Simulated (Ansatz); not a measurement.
C2H6O, SMILES C(C)O (connectivity only; charge and spin as stated), charge +1, multiplicity 2.

The structure is a stationary point at PBE0-D3(BJ)/def2-TZVP. The multiplicity is an assumed one; other spin states were not compared. Other conformers were not sampled.

Two levels are set side by side: PBE/def2-SVPD (Ansatz, a quantum-chemistry and plane-wave program) and PBE0/def2-SVPD (Ansatz). Energy differences of separate SCF runs at the same geometry; the states with an electron removed or added have multiplicity 1 and 1. Differences are taken from unrounded values.

```
quantity                          PBE0
-------------------------------  -----
vertical ionisation energy (eV)  18.74
vertical electron affinity (eV)   9.65
```

Task: What does PBE give, and how far is it from PBE0? (An estimate is asked for; the answer gives what the named calculation found.)

Result: 
| quantity | PBE | PBE minus PBE0 |
|---|---|---|
| vertical ionisation energy (eV) | 18.15 | -0.58 |
| vertical electron affinity (eV) | 9.42 | -0.24 |
